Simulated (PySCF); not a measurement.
Bond stretch in AlF₃, SMILES [Al]([F])([F])[F]. The Al1–F4 bond (Al1 also carries F, F; F4 carries nothing else) is varied alone, starting from the PBE0/def2-TZVP optimised geometry.

Levels: UKS-CAM-B3LYP = unrestricted CAM-B3LYP/6-31G (PySCF); UKS-PBE = unrestricted PBE/6-31G in PySCF; RMP2 = MP2 on RHF/6-31G, 8 core orbitals frozen in PySCF; UCCSD(T) = CCSD(T) on UHF/6-31G, 8 core orbitals frozen (PySCF).

Energies relative to the lowest point of each curve near equilibrium, in kcal/mol:

```tsv
R / Å	UKS-CAM-B3LYP	UKS-PBE	RMP2
1.31	93.2	100.1	100.0
1.46	23.8	27.9	27.0
1.52	10.9	14.0	13.1
1.63	0.6	1.7	1.3
1.70	0.0	0.0	0.0
1.72	0.5	0.1	0.3
1.79	3.7	2.3	3.0
2.01	23.8	19.1	22.1
2.93	111.3	98.6	113.7
3.24	122.7	111.8	132.0
3.54	128.9	119.2	143.8
4.43	135.0	128.6	152.5
```

### Question
What does UCCSD(T) give at the same points?

### Answer
1.31: 99.4; 1.46: 26.7; 1.52: 12.9; 1.63: 1.2; 1.70: 0.0; 1.72: 0.3; 1.79: 3.0; 2.01: 22.1; 2.93: 108.9; 3.24: 121.5; 3.54: 125.8; 4.43: 127.3 (kcal/mol).

The unrestricted determinant behind UKS-CAM-B3LYP is spin-contaminated at 2.66 to 5.71 Å (<S²> up to 1.0, against 0.00 for a pure singlet). The unrestricted determinant behind UKS-PBE is spin-contaminated at 2.93 to 5.71 Å (<S²> up to 0.8, against 0.00 for a pure singlet). At the longest distance UKS-PBE leaves fractional charges on the fragments, a sign of delocalisation error or of the restricted form. The restricted form behind RMP2 keeps the bonding electrons paired and can't separate into open-shell fragments. The T1 diagnostic of CCSD on the restricted reference of RMP2 exceeds 0.045 at 3.24 to 5.71 Å. The unrestricted solution behind UCCSD(T) changes between 2.41 and 2.66 Å, which can leave a kink. The unrestricted determinant behind UCCSD(T) is spin-contaminated at 2.41 to 5.71 Å (<S²> up to 1.0, against 0.00 for a pure singlet).
